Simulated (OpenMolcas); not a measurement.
# AlC⁺ at 1.863 Å: OpenMolcas input and output

Input (each module block was a call of its own in one work directory; start orbitals came from a preliminary run):

```
&GATEWAY
Coord
2
angstrom
Al 0.0 0.0 0.0
C 0.0 0.0 1.8630
Basis=ANO-RCC-VTZP
Group=XY
RX2C
AMFI
ANGMom
0.0 0.0 0.0
RICD
&SEWARD
&GUESSORB
* RASSCF and CASPT2 blocks for each multiplicity and irrep, as for the first:
&RASSCF
FileOrb=$CurrDir/o31.orb
Symmetry=1
Spin=3
nActEl=6 0 0
Inactive=4 2
RAS2=4 4
CIRoot=6 6 1
Linear
Iterations=120 100
OrbListing=Nothing
PRWF=0.15
>>COPY $Project.RasOrb $CurrDir/o31.orb
>>COPY $Project.rasscf.h5 $CurrDir/r31.h5
&CASPT2
XMultistate=all
Imaginary=0.2
IPEA=0.25
MaxIter=40
>>COPY $Project.JobMix JOB001
&RASSI
Nr of JobIphs=5 6 6 1 5 4
1 2 3 4 5 6
1 2 3 4 5 6
1
1 2 3 4 5
1 2 3 4
SpinOrbit
EJob
Omega
MEES
MESO
Properties=4
'AngMom' 3 'Mltpl  1' 1 'Mltpl  1' 2 'Mltpl  1' 3
Thrs=1.0d-4
>>COPY $Project.rassi.h5 $CurrDir/so.h5
```

```bash
pymolcas m.inp
```

C2 symmetry about the axis (a holds Σ, Δ, Γ; b holds Π, Φ, H; Σ⁺ and Σ⁻ are not told apart); roots by multiplicity and irrep: 3a 6, 3b 6, 5a 1, 1a 5, 1b 4.

RASSI part of the output, in excerpt:

```
SPIN-FREE ENERGIES:
  (Shifted by EMIN (a.u.) =       -280.1325237854)
 SF State       Relative EMIN(au)   Rel lowest level(eV)    D:o, cm**(-1)      Abs_M
     1             0.0000000000        0.0000000000              0.0000         0.0
    13             0.0325939997        0.8869279154           7153.5561         0.0
     7             0.0415108584        1.1295680026           9110.5804         1.0
     8             0.0415108584        1.1295680026           9110.5804         1.0
    14             0.0426355745        1.1601730861           9357.4270         2.0
    15             0.0427286968        1.1627070722           9377.8650         2.0
    19             0.0613770745        1.6701552798          13470.7108         1.0
    20             0.0613770752        1.6701552991          13470.7109         1.0
    16             0.0631224619        1.7176496914          13853.7791         0.0
     2             0.0990999296        2.6966464618          21749.9205         0.0
     3             0.1000861166        2.7234819757          21966.3635         2.0
     4             0.1001730544        2.7258476748          21985.4442         2.0
    10             0.1130713395        3.0768278936          24816.2906         1.0
     9             0.1130713395        3.0768278936          24816.2906         1.0
    17             0.1230991705        3.3496990757          27017.1451         0.0
     5             0.1232587442        3.3540412977          27052.1675         0.0
    18             0.1270378397        3.4568757234          27881.5830         0.0
    21             0.1470014060        4.0001120372          32263.0794         1.0
    22             0.1470014080        4.0001120922          32263.0798         1.0
    12             0.1552328393        4.2241007471          34069.6702         1.0
    11             0.1552328393        4.2241007471          34069.6702         1.0
     6             0.1636088975        4.4520249025          35908.0025         0.0
++ Dipole transition strengths (spin-free states):
     for osc. strength at least  1.00000000E-05
      From   To        Osc. strength     Einstein coefficients Ax, Ay, Az (sec-1)    Total A (sec-1)
         1    7       1.77587107E-03  9.79590921E+04  3.61785378E+02  0.00000000E+00  9.83208775E+04
         1    8       1.77587611E-03  3.61787517E+02  9.79593686E+04  0.00000000E+00  9.83211561E+04
         1    2       4.12464075E-04  0.00000000E+00  0.00000000E+00  1.30149860E+05  1.30149860E+05
         1   10       3.97678677E-03  4.87717810E+03  1.62873237E+06  0.00000000E+00  1.63360954E+06
         1    9       3.97676641E-03  1.62872404E+06  4.87714973E+03  0.00000000E+00  1.63360119E+06
         1   12       4.10148312E-03  1.84091818E+04  3.15714125E+06  0.00000000E+00  3.17555043E+06
         1   11       4.10118607E-03  3.15691271E+06  1.84077233E+04  0.00000000E+00  3.17532043E+06
         1    6       7.64942605E-02  0.00000000E+00  0.00000000E+00  6.57890431E+07  6.57890431E+07
         7    3       1.11294102E-04  7.32032008E+02  1.15370326E+04  0.00000000E+00  1.22690646E+04
         7    4       1.11426240E-04  1.15847495E+04  7.35372041E+02  0.00000000E+00  1.23201215E+04
         7    9       4.60016710E-03  0.00000000E+00  0.00000000E+00  7.56886910E+05  7.56886910E+05
         7    5       2.76390563E-05  2.25333014E+01  5.91200795E+03  0.00000000E+00  5.93454125E+03
         7   12       2.27607305E-05  0.00000000E+00  0.00000000E+00  9.45770823E+03  9.45770823E+03
         7   11       1.00248236E-01  0.00000000E+00  0.00000000E+00  4.16558934E+07  4.16558934E+07
         7    6       4.33118977E-03  2.06695112E+06  7.65413585E+03  0.00000000E+00  2.07460525E+06
         8    3       1.11260308E-04  1.15332495E+04  7.32089784E+02  0.00000000E+00  1.22653392E+04
         8    4       1.11457360E-04  7.35284124E+02  1.15882782E+04  0.00000000E+00  1.23235623E+04
         8   10       4.60016703E-03  0.00000000E+00  0.00000000E+00  7.56886898E+05  7.56886898E+05
         8    5       2.76107800E-05  5.90597727E+03  2.24926148E+01  0.00000000E+00  5.92846988E+03
         8   12       1.00248236E-01  0.00000000E+00  0.00000000E+00  4.16558934E+07  4.16558934E+07
         8   11       2.27607297E-05  0.00000000E+00  0.00000000E+00  9.45770789E+03  9.45770789E+03
         8    6       4.32904145E-03  7.64796819E+03  2.06592826E+06  0.00000000E+00  2.07357622E+06
        14   19       7.71434143E-04  1.56688201E+03  7.13911335E+03  0.00000000E+00  8.70599536E+03
        14   20       7.71357922E-04  7.13797899E+03  1.56715684E+03  0.00000000E+00  8.70513583E+03
        14   21       3.74979418E-04  7.81479478E+03  1.23415767E+05  0.00000000E+00  1.31230562E+05
        14   22       3.74990278E-04  1.23419908E+05  7.81445962E+03  0.00000000E+00  1.31234368E+05
        15   19       7.67543217E-04  7.03254165E+03  1.54367677E+03  0.00000000E+00  8.57621842E+03
        15   20       7.67577724E-04  1.54386248E+03  7.03274216E+03  0.00000000E+00  8.57660464E+03
        15   21       3.74650881E-04  1.23087881E+05  7.79382779E+03  0.00000000E+00  1.30881709E+05
        15   22       3.74647915E-04  7.79347067E+03  1.23087207E+05  0.00000000E+00  1.30880678E+05
        19   16       3.51939914E-05  7.20934740E-01  2.72385799E+00  0.00000000E+00  3.44479273E+00
        19   17       3.92799350E-05  3.82455867E+03  9.83424916E+02  0.00000000E+00  4.80798359E+03
        19   18       9.04578620E-03  2.62309377E+05  9.90742587E+05  0.00000000E+00  1.25305196E+06
        20   16       3.51934243E-05  2.72374279E+00  7.20991637E-01  0.00000000E+00  3.44473442E+00
        20   17       3.92803065E-05  9.83379055E+02  3.82464989E+03  0.00000000E+00  4.80802894E+03
        20   18       9.04595576E-03  9.90789830E+05  2.62285595E+05  0.00000000E+00  1.25307543E+06
        16   18       4.07568410E-03  0.00000000E+00  0.00000000E+00  5.34960996E+05  5.34960996E+05
        16   21       1.07294623E-03  1.89269402E+04  2.23619414E+05  0.00000000E+00  2.42546354E+05
        16   22       1.07295829E-03  2.23622724E+05  1.89263670E+04  0.00000000E+00  2.42549091E+05
         2   10       1.89631053E-04  3.61705767E+00  1.18570866E+03  0.00000000E+00  1.18932572E+03
         2    9       1.89690340E-04  1.18607911E+03  3.61844411E+00  0.00000000E+00  1.18969755E+03
         2   12       5.33857962E-03  3.11873978E+03  5.37351414E+05  0.00000000E+00  5.40470153E+05
         2   11       5.33977771E-03  5.37472247E+05  3.11919884E+03  0.00000000E+00  5.40591446E+05
         2    6       1.14730111E-03  0.00000000E+00  0.00000000E+00  1.53401104E+05  1.53401104E+05
         3   10       1.39514186E-04  7.08686844E+02  4.71500325E+01  0.00000000E+00  7.55836876E+02
         3    9       1.39508390E-04  4.71343794E+01  7.08671096E+02  0.00000000E+00  7.55805476E+02
         3   12       1.79707530E-03  1.66369387E+05  9.22740355E+03  0.00000000E+00  1.75596790E+05
         3   11       1.79705482E-03  9.22295390E+03  1.66371835E+05  0.00000000E+00  1.75594789E+05
         4   10       1.38608178E-04  4.62048298E+01  6.94702150E+02  0.00000000E+00  7.40906980E+02
         4    9       1.38546481E-04  6.94378724E+02  4.61984626E+01  0.00000000E+00  7.40577186E+02
         4   12       1.79475628E-03  9.18249140E+03  1.65635202E+05  0.00000000E+00  1.74817693E+05
         4   11       1.79370273E-03  1.65534309E+05  9.18076264E+03  0.00000000E+00  1.74715072E+05
        10    5       4.04531263E-04  1.34493079E+03  4.00131489E+00  0.00000000E+00  1.34893211E+03
        10   12       8.33536512E-03  0.00000000E+00  0.00000000E+00  4.76066489E+05  4.76066489E+05
         9    5       4.04528650E-04  4.00119237E+00  1.34492220E+03  0.00000000E+00  1.34892339E+03
         9   11       8.33536539E-03  0.00000000E+00  0.00000000E+00  4.76066505E+05  4.76066505E+05
        17   21       1.98966256E-04  3.36639791E+03  2.85909729E+02  0.00000000E+00  3.65230764E+03
        17   22       1.98966154E-04  2.85910728E+02  3.36639565E+03  0.00000000E+00  3.65230638E+03
         5   12       1.18301215E-04  3.86403297E+03  2.19116633E+01  0.00000000E+00  3.88594464E+03
         5   11       1.18302981E-04  2.19169740E+01  3.86408568E+03  0.00000000E+00  3.88600266E+03
        18   21       7.54066368E-05  7.53971688E+01  8.90201610E+02  0.00000000E+00  9.65598779E+02
        18   22       7.54014097E-05  8.90118652E+02  7.54133881E+01  0.00000000E+00  9.65532040E+02
        12    6       8.28741302E-05  1.07470960E+00  1.85739214E+02  0.00000000E+00  1.86813923E+02
        11    6       8.28418956E-05  1.85667012E+02  1.07424857E+00  0.00000000E+00  1.86741260E+02
 Electric-quadrupole - electric-quadrupole not included
 Electric-dipole - electric-octupole not included
 Electric-dipole - magnetic-quadrupole not included
   Eigenvalues of complex Hamiltonian:
  (Shifted by EMIN (a.u.) =       -280.1325237854)
 SO State       Relative EMIN(au)   Rel lowest level(eV)    D:o, cm**(-1)      Omega
     1            -0.0000005139        0.0000000000              0.0000         0.0
     2            -0.0000000290        0.0000131959              0.1064         1.0
     3            -0.0000000290        0.0000131959              0.1064         1.0
     4             0.0325937378        0.8869347722           7153.6114         0.0
     5             0.0325937727        0.8869357243           7153.6191         1.0
     6             0.0325937727        0.8869357243           7153.6191         1.0
     7             0.0325938777        0.8869385803           7153.6421         2.0
     8             0.0325938777        0.8869385803           7153.6421         2.0
     9             0.0414238684        1.1272148688           9091.6011         0.0
    10             0.0414240019        1.1272185018           9091.6304         0.0
    11             0.0415104492        1.1295708503           9110.6033         1.0
    12             0.0415104491        1.1295708497           9110.6033         1.0
    13             0.0415964781        1.1319118157           9129.4845         2.0
    14             0.0415965728        1.1319143945           9129.5053         2.0
    15             0.0426366745        1.1602170034           9357.7812         2.0
    16             0.0427297019        1.1627484080           9378.1984         2.0
    17             0.0613772190        1.6701731992          13470.8553         1.0
    18             0.0613772198        1.6701732191          13470.8555         1.0
    19             0.0631228452        1.7176741066          13853.9760         0.0
    20             0.0990994460        2.6966472878          21749.9272         1.0
    21             0.0990994460        2.6966472882          21749.9272         1.0
    22             0.0991000582        2.6966639456          21750.0615         0.0
    23             0.1000845588        2.7234535722          21966.1344         2.0
    24             0.1000845588        2.7234535723          21966.1344         2.0
    25             0.1000860733        2.7234947847          21966.4668         2.0
    26             0.1001730108        2.7258604720          21985.5474         2.0
    27             0.1001745879        2.7259033873          21985.8935         2.5
    28             0.1001745879        2.7259033872          21985.8935         2.5
    29             0.1129876737        3.0745652139          24798.0408         2.0
    30             0.1129876740        3.0745652229          24798.0409         2.0
    31             0.1130711581        3.0768369411          24816.3635         1.0
    32             0.1130711581        3.0768369411          24816.3635         1.0
    33             0.1131547875        3.0791126119          24834.7181         0.0
    34             0.1131549953        3.0791182678          24834.7637         0.0
    35             0.1230241535        3.3476717441          27000.7935         0.0
    36             0.1232594572        3.3540746844          27052.4367         1.0
    37             0.1232594572        3.3540746844          27052.4367         1.0
    38             0.1233343331        3.3561121609          27068.8701         0.0
    39             0.1270373972        3.4568776678          27881.5987         0.0
    40             0.1470015057        4.0001287363          32263.2141         1.0
    41             0.1470015078        4.0001287913          32263.2145         1.0
    42             0.1551378200        4.2215291265          34048.9287         0.0
    43             0.1551383093        4.2215424400          34049.0360         0.0
    44             0.1552329763        4.2241184622          34069.8131         1.0
    45             0.1552329763        4.2241184622          34069.8131         1.0
    46             0.1553280688        4.2267060595          34090.6834         2.0
    47             0.1553280688        4.2267060591          34090.6834         2.0
    48             0.1636090883        4.4520440811          35908.1571         0.0
    49             0.1636091576        4.4520459664          35908.1724         1.0
    50             0.1636091576        4.4520459667          35908.1724         1.0
 Weights of the five most important spin-orbit-free states for each spin-orbit state.
 SO State  Total energy (au)           Spin-free states, spin, and weights
    1        -0.000001       1 1.0  1.0000   16 0.0  0.0000   10 1.0  0.0000    9 1.0  0.0000   18 0.0  0.0000
    2        -0.000000       1 1.0  1.0000   10 1.0  0.0000    5 1.0  0.0000   19 0.0  0.0000   20 0.0  0.0000
    3        -0.000000       1 1.0  1.0000    9 1.0  0.0000    5 1.0  0.0000   20 0.0  0.0000   19 0.0  0.0000
    4         0.032594      13 2.0  1.0000    5 1.0  0.0000    8 1.0  0.0000    7 1.0  0.0000    9 1.0  0.0000
    5         0.032594      13 2.0  1.0000    5 1.0  0.0000    8 1.0  0.0000    7 1.0  0.0000    9 1.0  0.0000
...
```

Only roots inside an energy window near the equilibrium distance were included, so the list of states is not complete; labels number the states computed. Each spin and symmetry block has orbitals of its own, averaged over its own roots, so gaps between blocks are less sure than gaps within one and near the minimum can be off by tenths of an eV, in bad cases by more. No Rydberg orbitals are active, so Rydberg states, and σ→σ* states whose orbital the CASSCF left unused, can be missing between those listed. CASPT2 splits the two components of degenerate states numerically, here by up to 20 cm⁻¹. No roots were computed in block 5b (none fell in the window or the block failed), so states of that kind are missing and can lie low or lowest.
